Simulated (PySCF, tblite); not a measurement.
**Nitryl fluoride (NO2F): geometry, infrared bands, NMR shifts and spin-spin couplings**

Wanted: the infrared bands, NMR shifts and spin-spin couplings of Nitryl fluoride (NO2F) (`O=[N+]([O-])F`), by calculation.

Computed with tblite 0.8.0 and PySCF 2.14.0, with density-fitted response routines of our own, on a single molecule in the gas phase. Atoms count from 0, in the outputs and in this text.

## (1) Starting geometry

4 atoms, charge 0, multiplicity 1; geometry from: force field or distance geometry start.

Bonds of the start (Å): O0–N1 1.23, N1–O2 1.38, N1–F3 1.35.

## (2) Optimising the geometry with GFN2-xTB

The job: settings as JSON, then the geometry in Å.

```
{"job": {"kind": "relax", "xc": "GFN2-xTB", "basis": "xTB"}, "charge": 0, "multiplicity": 1}
O     -0.334500     1.144400     0.738400
N     -0.025000     0.033000     0.314700
O      1.171700    -0.506600     0.749800
F     -0.801900    -0.666000    -0.536100
```

Launch:

```bash
$ OMP_NUM_THREADS=1 python probes_run.py task.json out
```

This one command runs all jobs of the session in turn.

**Question.** This job is followed by: GFN2-xTB harmonic vibrations, gas phase; GIAO PBE0/pcSseg-1 NMR shielding, non-relativistic, gas phase; B3LYP/pcJ-1 indirect spin-spin coupling, non-relativistic, gas phase. Predict these results of the whole session: strongest single infrared mode (GFN2-xTB); zero-point energy (GFN2-xTB); 17O shifts against H2O (PBE0/pcSseg-1, means over atoms taken as alike); 15N shifts against NH3 (PBE0/pcSseg-1); 19F shifts against CFCl3 (PBE0/pcSseg-1); surface potential, 1st and 99th percentile; largest coupling of the table (B3LYP/pcJ-1).

As calculated:

```
                                                               quantity                    value
                              strongest single infrared mode (GFN2-xTB)    2123 cm⁻¹, 807 km/mol
                                           zero-point energy (GFN2-xTB)             8.6 kcal/mol
17O shifts against H2O (PBE0/pcSseg-1, means over atoms taken as alike)                431.9 ppm
                                 15N shifts against NH3 (PBE0/pcSseg-1)                315.1 ppm
                               19F shifts against CFCl3 (PBE0/pcSseg-1)                504.4 ppm
                                  surface potential, 1st and 99th percentile       -0.79 V and 1.96 V
                            largest coupling of the table (B3LYP/pcJ-1)  1J(N,F) N1–F3, 130.2 Hz
```

In words: Relaxing lowered the energy by 1.903 eV in 9 steps; the close pair that moved most is N1–O2, from 1.383 to 1.145 Å. No mode is imaginary among the 6: a minimum at this level. The strongest single mode, at 2123 cm⁻¹, moves mainly N1. Unscaled tight-binding wavenumbers are off by several per cent, some by more. Its intensities can rank the bands wrongly. At PBE0/pcSseg-1: The widest tensor belongs to F3: span 1128 ppm, with a paramagnetic part of -809 ppm. At PBE0/pcSseg-1, counted by nearest atom on the grid, the HOMO lies on F3 38 %; O0, O2 about 30 % each, the LUMO on N1 41 %; O0, O2 about 28 % each. In the run at B3LYP/pcJ-1, the largest coupling of the table is N1–F3, 130.2 Hz, of which the Fermi-contact term gives 143.6 Hz.
